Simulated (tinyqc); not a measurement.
Inside a calculation. Method: extended Hueckel theory, for SiH2. One step of it, computed by the program tinyqc.

Question. Mulliken analysis. P = C n C^T; charge = valence electrons (H 1, Si 4) minus the sum of (P S)_ii on the atom; overlap population = 2 sum P_ij S_ij between two atoms.

coefficients:
```
              MO1        MO2        MO3       MO4        MO5        MO6
1Si 3s   0.656958   0.000000  -0.424314  0.000000   0.000000   1.073449
1Si 3px  0.000000   0.000000   0.000000  1.000000   0.000000   0.000000
1Si 3py  0.000000   0.405123   0.000000  0.000000   1.274636   0.000000
1Si 3pz  0.002102   0.000000   0.834130  0.000000   0.000000   0.798056
2H 1s    0.313446   0.496980   0.195979  0.000000  -0.835087  -0.926813
3H 1s    0.313446  -0.496980   0.195979  0.000000   0.835087  -0.926813
```

occupations: 2.000000  2.000000  2.000000  0.000000  0.000000  0.000000

overlap S:
```
           1Si 3s   1Si 3px    1Si 3py   1Si 3pz     2H 1s      3H 1s
1Si 3s   1.000000  0.000000   0.000000  0.000000  0.437971   0.437971
1Si 3px  0.000000  1.000000   0.000000  0.000000  0.000000   0.000000
1Si 3py  0.000000  0.000000   1.000000  0.000000  0.456973  -0.456973
1Si 3pz  0.000000  0.000000   0.000000  1.000000  0.289019   0.289019
2H 1s    0.437971  0.000000   0.456973  0.289019  1.000000   0.052892
3H 1s    0.437971  0.000000  -0.456973  0.289019  0.052892   1.000000
```

Give: charges; Overlap populations.

Answer.

charges: 1Si 0.2841, 2H -0.1420, 3H -0.1420

Overlap populations:

| pair | value |
|---|---|
| 2-1 | 0.772841 |
| 3-1 | 0.772841 |
| 3-2 | -0.023343 |
